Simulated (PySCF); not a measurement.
This PySCF input asks for the NMR shieldings of `[SiH2-]O[SiH3]`, [H5OSi2]-; the geometry comes from PBE0-D3(BJ)/def2-SVP.

```python
import basis_set_exchange as bse
import numpy as np
from pyscf import gto, dft
from pyscf.prop import nmr

atoms = """
Si    1.816868   -0.612511    0.669809
O     0.052649   -0.403379    1.009238
Si   -1.047946    0.167133   -0.036473
H     1.659773   -1.288565   -0.737159
H     2.045583    0.783741   -0.007981
H    -0.800859    1.578398   -0.509315
H    -1.225630   -0.661786   -1.284495
H    -2.417228    0.203162    0.607980
"""
names = dict.fromkeys(["Si", "O", "H"], "pcSseg-1")
basis = {el: gto.basis.parse(bse.get_basis(n, elements=[el], fmt="nwchem")) for el, n in names.items()}
mol = gto.M(atom=atoms, basis=basis, charge=-1, verbose=0)
mf = dft.RKS(mol, xc="PBE0")
mf.grids.level = 2
mf.grids.alignment = dft.numint.BLKSIZE   # the property module wants whole blocks of grid points
mf.conv_tol = 1e-9
mf.kernel()

calc = nmr.RKS(mf)   # GIAO
C = mf.mo_coeff
Co = C[:, mf.mo_occ > 0]
resp = mf.gen_response(singlet=True, hermi=2)
def vind(x):   # induced exchange potential for any number of trial vectors
    d = np.einsum("pi,xij,qj->xpq", C, 2 * x.reshape(-1, C.shape[1], Co.shape[1]), Co, optimize=True)
    return np.einsum("xpq,pi,qj->xij", resp(d - d.transpose(0, 2, 1)), C, Co, optimize=True).ravel()
mo1, _ = nmr.rhf.solve_mo1(calc, with_cphf=vind)
sigma = calc.kernel(mo1)
for i, s in enumerate(sigma):   # ppm
    w = np.linalg.eigvalsh((s + s.T) / 2)
    print("%2d %-2s iso %8.1f  s11 %8.1f  s22 %8.1f  s33 %8.1f" % (i, mol.atom_pure_symbol(i), w.mean(), *w))
```

Q: What are the results?

A: 
```
 0 Si iso    341.4  s11     99.8  s22    376.5  s33    548.0
 1 O  iso    358.0  s11    274.1  s22    320.1  s33    479.7
 2 Si iso    406.4  s11    335.0  s22    361.4  s33    523.0
 3 H  iso     25.3  s11     20.3  s22     25.2  s33     30.3
 4 H  iso     25.3  s11     20.3  s22     25.2  s33     30.3
 5 H  iso     26.9  s11     24.2  s22     25.4  s33     31.1
 6 H  iso     26.9  s11     24.2  s22     25.3  s33     31.1
 7 H  iso     26.3  s11     22.9  s22     24.3  s33     31.8
```

These numbers come from an equivalent density-fitted implementation of the same equations, which agrees with the script to about 0.01 ppm for H and up to a few tenths of a ppm for heavy atoms, so last digits may differ.

Q: Turn these shieldings into chemical shifts. Shifts are taken against calculated references (same method and geometry level): TMS for ²⁹Si (σ = 351.99 ppm), ¹H (σ = 31.27 ppm); H2O for ¹⁷O (σ = 334.56 ppm).

A: Averaging equivalent atoms: Si 0: 10.6; Si 2: -54.4; O 1: -23.4; H 3/4: 5.98; H 5/6/7: 4.57 ppm. Experimental scales use liquid or dissolved standards, which lie at an offset from isolated H2O (liquid H2O: subtract about 36 ppm).

Size and cost of the density-fitted run: 90 basis functions, 3 s wall time on 1 thread of an x86-64 server CPU, shared host.
